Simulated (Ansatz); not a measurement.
Results of PBE (PAW; Ansatz, a quantum-chemistry and plane-wave program) for hcp Dy.

Run with plane-wave cutoff 500 eV, 24×24×14 k mesh (along the axes of the cell as run), Fermi–Dirac smearing 0.1 eV, spin-polarised with parallel moments, scalar-relativistic PAW data made under PBE.

Cell (relaxed at this level):

```cif
data_Dy2
_chemical_formula_sum 'Dy2'
_space_group_name_H-M_alt 'P 1'
_space_group_IT_number 1
_cell_length_a 3.64645
_cell_length_b 3.64645
_cell_length_c 5.88084
_cell_angle_alpha 90.000
_cell_angle_beta 90.000
_cell_angle_gamma 120.000
loop_
_space_group_symop_operation_xyz
  'x, y, z'
loop_
_atom_site_label
_atom_site_type_symbol
_atom_site_fract_x
_atom_site_fract_y
_atom_site_fract_z
_atom_site_occupancy
Dy1 Dy 0.33333 0.66667 0.25000 1
Dy2 Dy 0.66667 0.33333 0.75000 1
```

Predict the magnetic moment per atom (the cell's total over its atoms).


magnetic moment per atom (the cell's total over its atoms): 4.86 μB

Note: the 4f shell is treated without U or exact exchange, so its levels and filling can be wrong; the collinear magnetic order is the start's and need not be the measured one.

Moments are spin moments.

Spin–orbit coupling is not included.

Static lattice: no zero-point or thermal effects.

Computing time: very roughly 16 core-minutes.
